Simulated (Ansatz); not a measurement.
**One shape, several levels: triplet C6H12**

We compute a comparison of 3 runs (UHF/6-31G*, USVWN5/6-31G*, UCCSD(T)/6-31G*) of triplet C6H12. 

Program for the calculation: Ansatz 0.2.0.

18 further runs of the same task are left out: 18 set aside as unsound or not needed. Runs told in other sessions of the task aren't counted.

## (1) Starting point

The species is C6H12 (18 atoms), meant as a triplet with charge 0. As SMILES of the parent species, `C=C(C)CCC`. The shape is that of a PBE0-D4/def2-TZVP optimisation. This is one conformer, not always the lowest. That shape belongs to the parent species and isn't relaxed for this state.

Some bond lengths: C1–C2 1.330 Å, C2–C3 1.497 Å, C2–C4 1.501 Å, C4–C5 1.527 Å, C5–C6 1.518 Å, C1–H7 1.085 Å, C1–H8 1.085 Å, C3–H9 1.091 Å, C3–H10 1.095 Å, C3–H11 1.094 Å, C4–H12 1.094 Å, C4–H13 1.099 Å, C5–H14 1.095 Å, C5–H15 1.095 Å, C6–H16 1.092 Å, C6–H17 1.094 Å. Some angles: C1–C2–C3 121.8°, C1–C2–C4 121.5°, C3–C2–C4 116.7°, C2–C4–C5 114.1°, C4–C5–C6 112.3°, C2–C1–H7 121.6°, C2–C1–H8 121.4°, C2–C3–H9 111.5°, C2–C3–H10 110.7°, C2–C3–H11 111.4°.

## (2) A single-point energy at UHF/6-31G(d) (spherical functions) (run 1)

File input.yaml:

```yaml
crystal:
  periodic: [false, false, false]
  atoms:
    - symbol: C
      position_ang: [-2.125600, 0.536200, 0.996930]
    - symbol: C
      position_ang: [-1.015930, -0.164590, 0.784520]
    - symbol: C
      position_ang: [-0.376360, -0.975490, 1.867760]
    - symbol: C
      position_ang: [-0.343950, -0.182160, -0.557100]
    - symbol: C
      position_ang: [1.049140, 0.442910, -0.565910]
    - symbol: C
      position_ang: [1.671520, 0.442260, -1.950930]
    - symbol: H
      position_ang: [-2.611640, 0.550520, 1.966590]
    - symbol: H
      position_ang: [-2.585750, 1.118240, 0.205560]
    - symbol: H
      position_ang: [-0.964880, -0.951420, 2.785600]
    - symbol: H
      position_ang: [-0.264360, -2.019450, 1.555830]
    - symbol: H
      position_ang: [0.628150, -0.608980, 2.099870]
    - symbol: H
      position_ang: [-0.974660, 0.340120, -1.283240]
    - symbol: H
      position_ang: [-0.261340, -1.221410, -0.903740]
    - symbol: H
      position_ang: [1.702550, -0.096780, 0.126800]
    - symbol: H
      position_ang: [0.979490, 1.468440, -0.187690]
    - symbol: H
      position_ang: [2.666190, 0.893660, -1.943670]
    - symbol: H
      position_ang: [1.056380, 1.003940, -2.659530]
    - symbol: H
      position_ang: [1.771060, -0.576010, -2.337670]
basis:
  gaussian:
    orbitals: 6-31G_st_-spherical.json
output: {orbitals: {seedname: orbitals}}
accuracy: high
hamiltonian:
  xc: hf
magnetization:
  spin_polarized: true
  initial_magnetization: 2
```

The basis set 6-31G* is read from a file made from the Basis Set Exchange's data (not shown).

Launch:

```
ansatz run input.yaml --threads 1 --pin off --max-ram 3480MiB --events-out events.jsonl --progress --plain --runs-dir runs
```

Log:

```text
Warning: RAYON_NUM_THREADS=1 ignored (pool sized by the plan → 1); use --threads N
Functional definition: HF
  name "HF"
  exchange = exact_x
  correlation = 0
2822 factors; integrals over basis functions are off by at most 1.4e-8 eV
mean field evaluation 1: about -6364.5887 eV, gradient 2.3e1 eV
mean field evaluation 2: about -6364.5876 eV, gradient 2.3e1 eV
mean field evaluation 4: about -6368.6348 eV, gradient 3.0e0 eV
mean field evaluation 8: about -6368.7385 eV, gradient 5.3e-2 eV
mean field -6368.73809223 eV, -234.0468080038 hartree, gradient 3.1e-8 eV, S^2 2.022389; 0 other end points of the search recorded, 0 dependent functions left out
reference -6368.73809223 eV, -234.0468080038 hartree; 25, 23 occupied and 83, 85 virtual orbitals, 2822 factors
Total energy: -6368.73809223 eV, -234.0468080038 hartree
```

Run time: 3.3 s. Hardware: 1 thread of AMD EPYC 9R45 (Zen 5), shared host; peak memory 0.51 GiB.

## (3) A single-point energy at USVWN5/6-31G(d) (spherical functions) (run 2)

File input.yaml:

```yaml
crystal:
  periodic: [false, false, false]
  atoms:
    - {symbol: C, position_ang: [-2.125600, 0.536200, 0.996930]}
    - {symbol: C, position_ang: [-1.015930, -0.164590, 0.784520]}
    - {symbol: C, position_ang: [-0.376360, -0.975490, 1.867760]}
    - {symbol: C, position_ang: [-0.343950, -0.182160, -0.557100]}
    - {symbol: C, position_ang: [1.049140, 0.442910, -0.565910]}
    - {symbol: C, position_ang: [1.671520, 0.442260, -1.950930]}
    - {symbol: H, position_ang: [-2.611640, 0.550520, 1.966590]}
    - {symbol: H, position_ang: [-2.585750, 1.118240, 0.205560]}
    - {symbol: H, position_ang: [-0.964880, -0.951420, 2.785600]}
    - {symbol: H, position_ang: [-0.264360, -2.019450, 1.555830]}
    - {symbol: H, position_ang: [0.628150, -0.608980, 2.099870]}
    - {symbol: H, position_ang: [-0.974660, 0.340120, -1.283240]}
    - {symbol: H, position_ang: [-0.261340, -1.221410, -0.903740]}
    - {symbol: H, position_ang: [1.702550, -0.096780, 0.126800]}
    - {symbol: H, position_ang: [0.979490, 1.468440, -0.187690]}
    - {symbol: H, position_ang: [2.666190, 0.893660, -1.943670]}
    - {symbol: H, position_ang: [1.056380, 1.003940, -2.659530]}
    - {symbol: H, position_ang: [1.771060, -0.576010, -2.337670]}
basis:
  gaussian: {orbitals: 6-31G_st_-spherical.json}
total_charge: 0
magnetization: {spin_polarized: true, initial_magnetization: 2}
hamiltonian: {xc: {name: SVWN5}}
accuracy: high
output: {orbitals: {seedname: orbitals}}
```

The basis set 6-31G* is read from a file made from the Basis Set Exchange's data (not shown).

Launch:

```
ansatz run input.yaml --threads 1 --pin off --max-ram 3480MiB --events-out events.jsonl --progress --plain --runs-dir runs
```

Log:

```text
Warning: RAYON_NUM_THREADS=1 ignored (pool sized by the plan → 1); use --threads N
Functional definition: SVWN5
  name "SVWN5"
  exchange = slater_x
  correlation = vwn5_c
2822 factors; integrals over basis functions are off by at most 1.4e-8 eV
mean field evaluation 1: about -6335.0667 eV, gradient 5.6e1 eV
mean field evaluation 2: about -6314.5107 eV, gradient 8.2e1 eV
mean field evaluation 4: about -6351.1867 eV, gradient 4.7e0 eV
mean field evaluation 8: about -6351.2634 eV, gradient 8.5e-2 eV
mean field evaluation 16: about -6351.2635 eV, gradient 2.3e-5 eV
mean field -6351.26348008 eV, -233.4046278520 hartree, gradient 4.2e-8 eV, S^2 2.003798; 0 other end points of the search recorded, 0 dependent functions left out
reference -6351.26348303 eV, -233.4046279605 hartree; 25, 23 occupied and 83, 85 virtual orbitals, 2822 factors
Total energy: -6351.26348303 eV, -233.4046279605 hartree
```

Run time: 4.2 s. Hardware: 1 thread of AMD EPYC 9R45 (Zen 5), shared host; peak memory 0.43 GiB.

## (4) A single-point energy at UCCSD(T)/6-31G(d) (spherical functions) (run 3)

File in.yaml:

```yaml
crystal:
  periodic: [false, false, false]
  atoms:
    - {symbol: C, position_ang: [-2.125600, 0.536200, 0.996930]}
    - {symbol: C, position_ang: [-1.015930, -0.164590, 0.784520]}
    - {symbol: C, position_ang: [-0.376360, -0.975490, 1.867760]}
    - {symbol: C, position_ang: [-0.343950, -0.182160, -0.557100]}
    - {symbol: C, position_ang: [1.049140, 0.442910, -0.565910]}
    - {symbol: C, position_ang: [1.671520, 0.442260, -1.950930]}
    - {symbol: H, position_ang: [-2.611640, 0.550520, 1.966590]}
    - {symbol: H, position_ang: [-2.585750, 1.118240, 0.205560]}
    - {symbol: H, position_ang: [-0.964880, -0.951420, 2.785600]}
    - {symbol: H, position_ang: [-0.264360, -2.019450, 1.555830]}
    - {symbol: H, position_ang: [0.628150, -0.608980, 2.099870]}
    - {symbol: H, position_ang: [-0.974660, 0.340120, -1.283240]}
    - {symbol: H, position_ang: [-0.261340, -1.221410, -0.903740]}
    - {symbol: H, position_ang: [1.702550, -0.096780, 0.126800]}
    - {symbol: H, position_ang: [0.979490, 1.468440, -0.187690]}
    - {symbol: H, position_ang: [2.666190, 0.893660, -1.943670]}
    - {symbol: H, position_ang: [1.056380, 1.003940, -2.659530]}
    - {symbol: H, position_ang: [1.771060, -0.576010, -2.337670]}
basis:
  gaussian:
    orbitals: 6-31G_st_-spherical.json
scf:
  omitted_lower_state_checks: [cluster_reference, increment]
correlation:
  method: ccsd_t
  frozen_orbitals: {C: 1, H: 0}
magnetization:
  spin_polarized: true
  initial_magnetization: 2
accuracy: high
```

The basis set 6-31G* is read from a file made from the Basis Set Exchange's data (not shown).

Launch:

```
ansatz run in.yaml --threads 1 --pin off --max-ram 3480MiB --events-out events.jsonl --progress --plain --runs-dir runs
```

Log:

```text
Warning: RAYON_NUM_THREADS=1 ignored (pool sized by the plan → 1); use --threads N
[... 11 lines left out ...]
6 core orbitals not correlated: weight in the atoms' cores, before any rotation towards them, 1.000 or more for the frozen orbitals, at most 0.000 for the correlated occupied ones
[... 28 lines left out ...]
Total energy: -6391.36547603 eV, -234.8783490211 hartree
Checks for a lower state left out: cluster_reference, increment
```

It took 1.7 min on 1 thread of AMD EPYC 9R45 (Zen 5), shared host; peak memory 2.5 GiB.

## (5) All runs side by side

```
run                                  level  frozen core orbitals  energy (Eh)  HOMO energy (eV)   ⟨S²⟩  wall time
  1       UHF/6-31G* (spherical functions)                     –  -234.046808             -5.73  2.022      3.3 s
  2    USVWN5/6-31G* (spherical functions)                     –  -233.404628             -0.99  2.004      4.2 s
  3  UCCSD(T)/6-31G* (spherical functions)                     6  -234.878349                 –  2.022    1.7 min
```

## (6) What came out

| quantity | value |
| --- | --- |
| run 3: total energy | -234.87835 Eh |
| run 3: correlation energy (6 core orbitals frozen) | -831.5 mEh |
| run 3: (T) correction | -22.18 mEh |
| run 3: ⟨S²⟩ of the reference determinant | 2.022 |
| run 3: T1 diagnostic | 0.011 |

All runs together took 1.8 min, the longest 1.7 min.
